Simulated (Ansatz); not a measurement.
Molecule (SMILES): N#[N+][O-].
Geometry (B3LYP-D3(BJ)/def2-TZVP, fixed):
```xyz
3

N      0.0000     0.0000    -1.1943
N      0.0000     0.0000    -0.0734
O      0.0000     0.0000     1.1093
```
Charge 0, spin multiplicity 1.

Basis-set convergence of the dipole moment at HF with Ansatz (a first-principles code). Dipoles come from the density behind the forces; the sign is taken along the dipole that this method gives in the largest set. All functions are spherical. The program fits the integrals of some runs and decomposes those of others, by size. No added dispersion term, no relativity. Reference: the value in aug-pcseg-3, 0.633 D. Deviations are taken from unrounded values.

```tsv
basis	functions	dipole moment (D)	minus reference (D)
pcseg-0	27	0.805	0.172
pcseg-1	42	0.757	0.124
6-311G**	54	0.694	0.061
def2-SVPD	63	0.727	0.094
aug-pcseg-1	69	0.627	-0.006
def2-TZVPP	93	0.630	-0.003
def2-TZVPPD	114	0.637	0.003
6-311++G(3df,3pd)	117	0.636	0.002
aug-cc-pVQZ	240	0.633	0.000
```

The smallest set listed that lies within 0.05 D of the reference with all its larger relatives (same family, alike in diffuse functions; a set with none counts only in the reference's own line) is aug-pcseg-1 (69 functions, -0.006 D off). Inside, with no larger relative to test it: 6-311++G(3df,3pd), aug-cc-pVQZ. (Relatives not listed, tested too: aug-pcseg-2 0.007, def2-QZVP 0.003, def2-QZVPP 0.003, def2-QZVPPD 0.000, aug-pcseg-3 0.000 D.)
